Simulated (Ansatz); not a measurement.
# Relaxing Mg

These are results of DFT PBEsol, scalar-relativistic, plane waves, PAW (Ansatz), not measurements. Cutoff 420 eV, Γ-centred k mesh, Gaussian smearing, no spin polarisation in the final step.

Mg was placed on the alpha-boron structure type (R-3m, No. 166), at a guessed volume.

```yaml
crystal:
  lattice:
    - [3.64497, 2.10442, 6.21613]
    - [-3.64497, 2.10442, 6.21613]
    - [0.00000, -4.20884, 6.21613]
  atoms:
    - { symbol: Mg, position: [0.01019, 0.65361, 0.01019] }
    - { symbol: Mg, position: [0.01019, 0.01019, 0.65361] }
    - { symbol: Mg, position: [0.65361, 0.01019, 0.01019] }
    - { symbol: Mg, position: [0.98981, 0.34639, 0.98981] }
    - { symbol: Mg, position: [0.34639, 0.98981, 0.98981] }
    - { symbol: Mg, position: [0.98981, 0.98981, 0.34639] }
    - { symbol: Mg, position: [0.22118, 0.63060, 0.22118] }
    - { symbol: Mg, position: [0.22118, 0.22118, 0.63060] }
    - { symbol: Mg, position: [0.63060, 0.22118, 0.22118] }
    - { symbol: Mg, position: [0.77882, 0.36940, 0.77882] }
    - { symbol: Mg, position: [0.36940, 0.77882, 0.77882] }
    - { symbol: Mg, position: [0.77882, 0.77882, 0.36940] }
```

Cell and atoms relax at zero pressure; the relaxation can't lower the symmetry of the start. After a coarse first stage the cell is made exact in the group found at 0.06 Å.

Energies count from the standard state of Mg at the same level.

Task: What does it relax into?

Result: It keeps R-3m (No. 166), but not the shape of the type it started on. Conventional cell: a = 7.267 Å, c = 23.842 Å. Around Mg on Wyckoff site h (6 atoms of the primitive cell) lie 6 Mg at 2.96–3.29 Å; Mg on Wyckoff site h (6 atoms of the primitive cell) is coordinated by 6 Mg at 2.93–3.00 Å and 1 Mg at 3.29 Å.

Space group R-3m:H (No. 166). a = 7.267 Å, b = 7.267 Å, c = 23.842 Å, α = 90.00°, β = 90.00°, γ = 120.00°
| atom | site | symmetry | x | y | z |
| --- | --- | --- | --- | --- | --- |
| Mg | 18h | .m | 0.1893 | 0.8107 | 0.8943 |
| Mg | 18h | .m | 0.5316 | 0.4684 | 0.6990 |

Task: What are its volume, energy, density and gap?

Result: The volume per atom is 30.29 Å³, the density is 1.33 g/cm³ and the energy over the standard structure is 0.45 eV/atom. The gap on the 6×6×6 mesh is 0 eV (a metal).

The final run used a 6×6×6 mesh on its 12-atom cell and 0.10 eV smearing. For metals, differences of a few meV/atom aren't resolved. A structure relaxed within its symmetry needn't be a true minimum.